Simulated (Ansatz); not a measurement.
A made-up structure of CHOS (charge -1), closed shell:

```xyz
4
angstrom
O -0.9522 0.4361 -0.3557
C -0.4213 -0.7597 0.4023
S 1.4598 -0.7423 0.5886
H -0.0863 1.0659 -0.6352
```

It is relaxed with PBE-D4/def2-SVPD and then PBE0-D4/def2-TZVPD (Ansatz 0.2.0). Atoms count as bonded within 1.22 times the sum of their covalent radii (H–H: 0.88 Å). The end point is not checked to be a true minimum.

Task: Does its bonding change? (Judge from chemistry; the calculation decides.)

Result: Computed: No: no bond forms or breaks.

Where it ends: The first stage lowers the energy by 0.79 eV in 6 steps. It ends as CHOS ([OH][C][S]), total charge -1:
| atom | x (Å) | y (Å) | z (Å) |
| --- | --- | --- | --- |
| O1 | -0.8501 | 0.3898 | -0.3172 |
| C2 | -0.3762 | -0.6784 | 0.3587 |
| S3 | 1.3032 | -0.6631 | 0.5260 |
| H4 | -0.0769 | 0.9517 | -0.5675 |

Labels in which every atom is bracketed show which atoms are joined, not bond orders.

For scale, one of the runs: PBE0-D4/def2-TZVPD relaxation, 132 basis functions, launched by `ansatz run in.yaml --threads 2 --pin off --events-out ev --progress --plain --max-ram 4352MiB`. Hardware: 2 CPU threads of an Intel Xeon Platinum 8488C, shared host. Wall time about 8.5 s.
